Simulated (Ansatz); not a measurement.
# H2O4S: the cost of one run

Program: Ansatz 0.2.0. Level of theory: the levels named in each step. These are calculated values, not measurements.

### 1 Starting point

Bond lengths: O1–S2 1.416 Å, S2–O3 1.416 Å, S2–O4 1.585 Å, S2–O5 1.585 Å, O4–H6 0.956 Å, O5–H7 0.956 Å. Angles: O1–S2–O3 121.8°, O1–S2–O4 108.5°, O1–S2–O5 107.7°, O3–S2–O4 107.7°, O3–S2–O5 108.5°, O4–S2–O5 100.6°, S2–O4–H6 106.6°, S2–O5–H7 106.6°.

Structure file:

```xyz
7

O    -0.6743   -0.3256   -1.2804
S    -0.1237   -0.0367   -0.0083
O    -0.8919   -0.1372    1.1768
O     0.5065    1.4171   -0.0510
O     1.1833   -0.9173    0.1631
H     0.5056    1.7414    0.8480
H     1.4673   -1.1592   -0.7167
```

### 2 A rough first relaxation, PBE-D4/def2-SVP

The input, input.yaml:

```yaml
crystal:
  periodic: [false, false, false]
  atoms:
    - { symbol: O, position_ang: [-0.67431, -0.32561, -1.28044] }
    - { symbol: S, position_ang: [-0.1237, -0.03673, -0.00835] }
    - { symbol: O, position_ang: [-0.89185, -0.13722, 1.1768] }
    - { symbol: O, position_ang: [0.50649, 1.41707, -0.05099] }
    - { symbol: O, position_ang: [1.18328, -0.91729, 0.16311] }
    - { symbol: H, position_ang: [0.50562, 1.74141, 0.84804] }
    - { symbol: H, position_ang: [1.46729, -1.15925, -0.71675] }
magnetization:
  spin_polarized: true
  initial_magnetization: 1
total_charge: 1
basis:
  gaussian: { orbitals: def2-SVP }
hamiltonian:
  xc: pbe
  dispersion: d4
relax:
  f_tol: 0.03
  max_steps: 200
```

Run with:

```
ansatz run input.yaml --threads 4 --pin off --max-ram 10240MiB --backend cpu --events-out ev --progress --plain --runs-dir out
```

What time and memory should one allow on 4 threads of Arm Neoverse N1, shared host?

About 26 s, with a peak of 0.19 GiB.
